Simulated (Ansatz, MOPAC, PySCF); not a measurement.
Molecule: C$_{2}$H$_{3}$O$_{2}$ (charge 0, doublet). SMILES: CO[C]=O
Coordinates optimised at B3LYP-D3(BJ)/def2-TZVP (Ansatz, an electronic-structure program):
```
C
H 1 1.0848
H 1 1.0882 2 111.16
H 1 1.0882 2 111.16 3 -123.21
O 1 1.4639 2 105.29 3 118.39
C 5 1.3112 1 116.07 2 -180.00
O 6 1.1861 5 131.06 1 0.00
```
Charge 0, spin multiplicity 2.

Unscaled harmonic wavenumbers (cm⁻¹) in rising order, each level at the stationary point that it reaches from this structure (no distance between atoms moves by over 0.3 Å); the order of modes can differ between levels, and a negative number is imaginary. B3LYP-D3(BJ)/def2-TZVP (PySCF, at the structure above): 109, 273, 381, 758, 876, 1134, 1148, 1190, 1452, 1485, 1490, 1836, 3064, 3146, 3179.

AM1 (MOPAC): 77, 236, 279, 694, 1137, 1152, 1239, 1326, 1353, 1370, 1462, 2211, 3084, 3090, 3155. Zero-point energy 31.3 against 30.8 kcal/mol; where all levels lie over 400 cm⁻¹, the wavenumbers are on average 1.037 times those of B3LYP-D3(BJ)/def2-TZVP.

PM3 (MOPAC): 112, 261, 270, 663, 984, 1010, 1073, 1209, 1337, 1348, 1354, 2088, 3063, 3090, 3142. Zero-point energy 30.0 against 30.8 kcal/mol; where all levels lie over 400 cm⁻¹, the wavenumbers are on average 0.974 times those of B3LYP-D3(BJ)/def2-TZVP.

HF/6-31G* (Ansatz): 142, 301, 395, 835, 1022, 1285, 1308, 1352, 1619, 1641, 1643, 2056, 3257, 3344, 3370. Zero-point energy 33.7 against 30.8 kcal/mol; where all levels lie over 400 cm⁻¹, the wavenumbers are on average 1.109 times those of B3LYP-D3(BJ)/def2-TZVP.
